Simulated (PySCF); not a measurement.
tetrafluoroethylene anion (C2F4), SMILES FC(F)=C(F)F (connectivity only; charge and spin as stated), charge -1, multiplicity 2. Atoms are numbered in the order given.

```xyz
6

F      0.9681     1.4941     0.2388
C     -0.1462     0.6859     0.3927
F     -1.1284     1.2226    -0.5006
C      0.1462    -0.6859     0.3927
F     -0.9681    -1.4941     0.2388
F      1.1284    -1.2226    -0.5006
```
Charge -1, spin multiplicity 2.

The structure is a stationary point at TPSSh-D3(BJ)/def2-SVPD. The spin state was assumed, not searched.

Computed with TPSSh-D3(BJ)/def2-SVPD (PySCF).

No scaling factor is applied to the harmonic values.

Computed vibrational spectrum:
| mode | ν (cm⁻¹) | IR (km/mol) | moving atoms (share of kinetic energy) |
|---|---|---|---|
| 1 | 122 | 0.7 | F 97 % |
| 2 | 187 | 28.6 | F 90 %, C 10 % |
| 3 | 202 | 1.3 | F 90 %, C 10 % |
| 4 | 403 | 293.4 | C 69 %, F 31 % |
| 5 | 429 | 1.3 | F 91 %, C 9 % |
| 6 | 502 | 72.5 | F 69 %, C 31 % |
| 7 | 537 | 0.4 | F 77 %, C 23 % |
| 8 | 760 | 363.0 | C 64 %, F 36 % |
| 9 | 763 | 34.2 | F 52 %, C 48 % |
| 10 | 957 | 66.1 | C 83 %, F 17 % |
| 11 | 1039 | 373.8 | C 64 %, F 36 % |
| 12 | 1415 | 89.3 | C 95 % |
